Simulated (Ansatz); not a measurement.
We consider trigonal Se, described by r²SCAN+SOC (Ansatz, a quantum-chemistry and plane-wave program, plane waves, PAW).

Numerical settings: plane-wave cutoff 560 eV, 12×12×8 k mesh (along the axes of the cell as run), Fermi–Dirac smearing 0.01 eV, PAW data made under PBE.

Cell (measured lattice):

```xyz
3
Lattice="-2.1830 -3.7811 0.0000 -2.1830 3.7811 0.0000 0.0000 0.0000 -4.9540" Properties=species:S:1:pos:R:3 pbc="T T T"
Se    -0.4912     0.8507    -3.3027
Se    -3.3836     0.0000     0.0000
Se    -0.4912    -0.8507    -1.6513
```

### Question
What does this level give for the band gap, smallest direct gap on the k points sampled and direct gap at Γ?

### Answer

* **band gap**: 1.25 eV (indirect)
* **smallest direct gap on the k points sampled**: 1.39 eV
* **direct gap at Γ**: 2.54 eV

Note: cell and atoms aren't relaxed at this level (largest force component 0.09 eV/Å, pressure 1.5 GPa).
